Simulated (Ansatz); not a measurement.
**Bulk modulus B0 of some cubic tetrahedrally bonded semiconductors and semimetals**

Method: PBE0 in Ansatz (PAW). References are measured values corrected to a static lattice. The table is a random draw of 10 from 12 solids with such references.

Values in GPa.

| solid | reference | PBE0 | error (%) |
|---|---|---|---|
| zinc-blende GaAs | 76.7 | 73.5 | -4.2 |
| zinc-blende InSb | 46.1 | 45.4 | -1.5 |
| zinc-blende InP | 72 | 70.7 | -1.8 |
| zinc-blende AlAs | 75 | 76.5 | +2.0 |
| diamond-structure Ge | 77.3 | 74.1 | -4.1 |
| diamond | 455 | 471 | +3.5 |
| 3C-SiC | 229 | 233 | +1.7 |
| cubic BN | 410 (388–410) | 404 | -1.5 |
| zinc-blende BP | 176 (168–176) | 175 | -0.6 |
| zinc-blende GaP | 89.6 | 89.2 | -0.4 |

Over these 10 solids the mean error is -0.7 %, the mean absolute error 2.1 % (median 1.8 %), and the worst case zinc-blende GaAs at -4.2 %; the value is too low in 7 of 10 cases. Over all 12, from unrounded values, the mean error is -0.6 % and the mean absolute error 2.0 % (median 1.7 %).

All these references are brought to a static lattice.

Spin–orbit coupling is left out, also for the solids with elements from indium on (zinc-blende InSb, zinc-blende InP); its size isn't shown.

Brackets give the range of the sources taken for a reference, where it is wide; it can hold other temperatures.

Differences are worked out from the printed values.

Each level is taken at its own relaxed cell. Ansatz's density-functional and Hartree–Fock values are scalar-relativistic unless marked +SOC, with PAW data made under PBE.

Not in this set, of the tetrahedrally bonded semiconductors and semimetals with a reference value in our tables and a result at some level: 16 for a reference at room or unstated temperature; 2 for a high-temperature or high-pressure phase; 1 for sources at odds; 1 for a value of another source that differs by over 15 % in a way that heat doesn't explain. These can be a level's best or worst cases. At least 5 more with a reference value are held back for tests. Solids without a released value at any level aren't counted. Layered and molecular crystals are counted apart. The metals Ce to Yb are counted apart.

References as tabulated in Mejia-Rodriguez and Trickey (2018), arXiv:1807.09216; Tanner et al. (2021), arXiv:2110.11888; Goldzak et al. (2022), arXiv:2208.04865.

Ansatz is a program for electronic structure.
